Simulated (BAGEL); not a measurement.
**RI-MP2/def2-SVPD (density fitting with qzvpp-jkfit) run of BH2ClO (SMILES OBCl)**

Aim: the energy change on altering one bond length of BH2ClO at RI-MP2/def2-SVPD (density fitting with qzvpp-jkfit), from 2 runs. 

Program for the calculation: BAGEL 1.2.2.

6 further runs of the same task are left out: 4 that didn't finish, 2 set aside as unsound or not needed. Runs told in other sessions of the task aren't counted.

## Step 1: Starting point

BH2ClO has 5 atoms, charge 0, and is taken as a singlet. SMILES: `OBCl`. Geometry: relaxed at PBE0-D4/def2-TZVP. This is one conformer, not always the lowest.

Bond lengths: O1–B2 1.340 Å, B2–Cl3 1.766 Å, O1–H4 0.963 Å, B2–H5 1.189 Å. Angles: O1–B2–Cl3 121.0°, O1–B2–H5 119.8°, Cl3–B2–H5 119.2°, B2–O1–H4 113.9°.

## Step 2: The energy at RI-MP2/def2-SVPD (density fitting with qzvpp-jkfit)

input.json

```json
{ "bagel" : [

{
  "title" : "molecule",
  "basis" : "def2-svpd.json",
  "df_basis" : "qzvpp-jkfit",
  "angstrom" : "true",
  "geometry" : [
    { "atom" : "O", "xyz" : [      -0.863300,      -0.618600,      -0.002900 ] },
    { "atom" : "B", "xyz" : [       0.379000,      -0.137200,       0.137900 ] },
    { "atom" : "Cl", "xyz" : [       0.788600,       1.496000,      -0.395300 ] },
    { "atom" : "H", "xyz" : [      -1.477700,       0.001200,      -0.409700 ] },
    { "atom" : "H", "xyz" : [       1.223300,      -0.815100,       0.628600 ] }
  ]
},

{ "title" : "hf" },

{ "title" : "mp2", "ncore" : 7 }

]}
```

The basis set def2-SVPD is read from a file made from the Basis Set Exchange's data (not shown).

Run with:

```bash
$ BAGEL_NUM_THREADS=1 BAGEL input.json > input.out
```

The log of the run:

```text
* using 1 threads per process

  ===============================================================
  ===============================================================

  *** Geometry ***

  { "atom" : "O", "xyz" : [     -1.631401,     -1.168985,     -0.005480 ] },
  { "atom" : "B", "xyz" : [      0.716206,     -0.259270,      0.260593 ] },
  { "atom" : "Cl", "xyz" : [      1.490238,      2.827030,     -0.747009 ] },
  { "atom" : "H", "xyz" : [     -2.792448,      0.002268,     -0.774221 ] },
  { "atom" : "H", "xyz" : [      2.311702,     -1.540316,      1.187882 ] },

  Number of auxiliary basis functions:      316

  Since a DF basis is specified, we compute 2- and 3-index integrals:
    o Being stored without compression. Storage requirement is 0.019 GB

  Number of basis functions:       86
  Number of electrons      :       32

    * METHOD: MOLECULE                             0.08

  *** RHF ***

  === Nuclear Repulsion ===
    84.7216700969

      * DIIS with orbital gradients will be used.

  === RHF iteration (def2-svpd.json) ===
      0       -559.91512110          0.02155517           0.02
      1       -560.02882867          0.01600858           0.02
      2       -560.09618126          0.00168231           0.02
      3       -560.09757200          0.00032468           0.02
      4       -560.09765228          0.00010261           0.02
      5       -560.09765977          0.00002420           0.02
      6       -560.09766025          0.00000975           0.02
      7       -560.09766031          0.00000307           0.02
      8       -560.09766032          0.00000129           0.02
      9       -560.09766032          0.00000030           0.02
     10       -560.09766032          0.00000009           0.02
     11       -560.09766032          0.00000004           0.02
     12       -560.09766032          0.00000001           0.02
     13       -560.09766032          0.00000000           0.02
    * SCF iteration converged.

    * Permanent dipole moment:
           (    0.351778,    -0.045013,     0.111081) a.u.

    * METHOD: HF                                   0.39

  *** RHF ***

  === Nuclear Repulsion ===
    84.7216700969

      * DIIS with orbital gradients will be used.

  === RHF iteration (def2-svpd.json) ===
      0       -560.09766032          0.00000000           0.02
    * SCF iteration converged.

    * Permanent dipole moment:
           (    0.351778,    -0.045013,     0.111081) a.u.

  === DF-MP2 calculation ===

    * freezing 7 orbitals
    * 3-index integral transformation done
    * assembly done

      MP2 correlation energy:   -0.4281793631      0.01

      MP2 total energy:       -560.5258396848

    * METHOD: MP2                                  0.06

  ===============================================================
```

Run time: 0.66 s. Hardware: 1 thread of Arm Neoverse V2, shared host.

## Step 3: The distorted shape

mp2.json

```json
{ "bagel" : [

{
  "title" : "molecule",
  "basis" : "def2-svpd.json",
  "df_basis" : "qzvpp-jkfit",
  "angstrom" : true,
  "geometry" : [
    { "atom" : "O", "xyz" : [   -1.285480,   -0.279626,   -0.248268 ] },
    { "atom" : "B", "xyz" : [   -0.043180,    0.201774,   -0.107468 ] },
    { "atom" : "Cl", "xyz" : [    0.366420,    1.834974,   -0.640668 ] },
    { "atom" : "H", "xyz" : [   -1.899880,    0.340174,   -0.655068 ] },
    { "atom" : "H", "xyz" : [    1.223300,   -0.815100,    0.628600 ] }
  ]
},
{
  "title" : "hf",
  "charge" : 0
},
{
  "title" : "mp2",
  "charge" : 0,
  "ncore" : 7
}

]}
```

The basis set def2-SVPD is read from a file made from the Basis Set Exchange's data (not shown).

Run with:

```bash
$ BAGEL_NUM_THREADS=1 BAGEL mp2.json > mp2.out
```

The log of the run:

```text
* using 1 threads per process

  ===============================================================
  ===============================================================

  *** Geometry ***

  { "atom" : "O", "xyz" : [     -2.429205,     -0.528417,     -0.469159 ] },
  { "atom" : "B", "xyz" : [     -0.081598,      0.381298,     -0.203085 ] },
  { "atom" : "Cl", "xyz" : [      0.692433,      3.467598,     -1.210687 ] },
  { "atom" : "H", "xyz" : [     -3.590253,      0.642836,     -1.237899 ] },
  { "atom" : "H", "xyz" : [      2.311702,     -1.540316,      1.187882 ] },

  Number of auxiliary basis functions:      316

  Since a DF basis is specified, we compute 2- and 3-index integrals:
    o Being stored without compression. Storage requirement is 0.019 GB

  Number of basis functions:       86
  Number of electrons      :       32

    * METHOD: MOLECULE                             0.08

  *** RHF ***

  === Nuclear Repulsion ===
    83.0112734434

      * DIIS with orbital gradients will be used.

  === RHF iteration (def2-svpd.json) ===
      0       -559.82996301          0.02147000           0.02
      1       -559.94851918          0.01615125           0.02
      2       -560.01891187          0.00171418           0.02
      3       -560.02060824          0.00035596           0.02
      4       -560.02071350          0.00010780           0.02
      5       -560.02072295          0.00002502           0.02
      6       -560.02072350          0.00001042           0.02
      7       -560.02072358          0.00000376           0.02
      8       -560.02072359          0.00000147           0.02
      9       -560.02072359          0.00000034           0.02
     10       -560.02072359          0.00000011           0.02
     11       -560.02072359          0.00000005           0.02
     12       -560.02072359          0.00000001           0.02
     13       -560.02072359          0.00000001           0.02
    * SCF iteration converged.

    * Permanent dipole moment:
           (    0.591015,    -0.316824,     0.281474) a.u.

    * METHOD: HF                                   0.38

  *** RHF ***

  === Nuclear Repulsion ===
    83.0112734434

      * DIIS with orbital gradients will be used.

  === RHF iteration (def2-svpd.json) ===
      0       -560.02072359          0.00000000           0.02
    * SCF iteration converged.

    * Permanent dipole moment:
           (    0.591015,    -0.316824,     0.281474) a.u.

  === DF-MP2 calculation ===

    * freezing 7 orbitals
    * 3-index integral transformation done
    * assembly done

      MP2 correlation energy:   -0.4332516609      0.01

      MP2 total energy:       -560.4539752520

    * METHOD: MP2                                  0.06

  ===============================================================
```

Wall time 0.66 s (1 thread of Arm Neoverse V2, shared host).

## Step 4: Outcome

At RI-MP2/def2-SVPD (density fitting with qzvpp-jkfit), 7 core orbitals frozen:

```
                                                         quantity          value
                                        first shape: total energy  -560.52584 Eh
         first shape: correlation energy (7 core orbitals frozen)     -428.2 mEh
                                    distorted shape: total energy  -560.45398 Eh
     distorted shape: correlation energy (7 core orbitals frozen)     -433.3 mEh
energy change with the B2–H5 bond stretched from 1.189 to 1.783 Å       1.956 eV
```

What this shows: With the B2–H5 bond stretched from 1.189 to 1.783 Å the energy rises by 1.96 eV (189 kJ/mol). The first shape isn't relaxed at this level, so the change isn't measured from a minimum.
